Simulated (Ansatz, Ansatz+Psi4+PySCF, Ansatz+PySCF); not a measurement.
```csv
atom,x (Å),y (Å),z (Å)
C,1.2571,-0.2523,0.0889
N,0.0940,0.4720,-0.1385
C,-1.1909,-0.1858,0.0313
H,-1.9921,0.4825,-0.2908
H,1.2543,-1.2817,-0.2501
H,2.1862,0.3018,0.0439
H,0.1158,1.4146,0.2258
H,-1.2241,-1.0774,-0.6008
H,-1.3884,-0.5049,1.0869
```

Basis set: cc-pVTZ (spherical functions). Correlated methods keep 3 orbitals frozen. Correlation on ROHF uses semicanonical orbitals with singles. Charge 0, multiplicity 2.

Computed with Ansatz (development build ahead of 0.2.0); each method stands on the lowest determinant of its kind that the runs found.

Give the atomization energy at this shape (free ground-state atoms in the same class of orbitals less the molecule, no zero-point energy) of doublet C₂H₆N by ROHF-MP2, UHF-MP2, ROHF, UHF.

```tsv
method	atomization energy
ROHF-MP2	753.45 kcal/mol
UHF-MP2	752.64 kcal/mol
ROHF	561.33 kcal/mol
UHF	556.14 kcal/mol
```
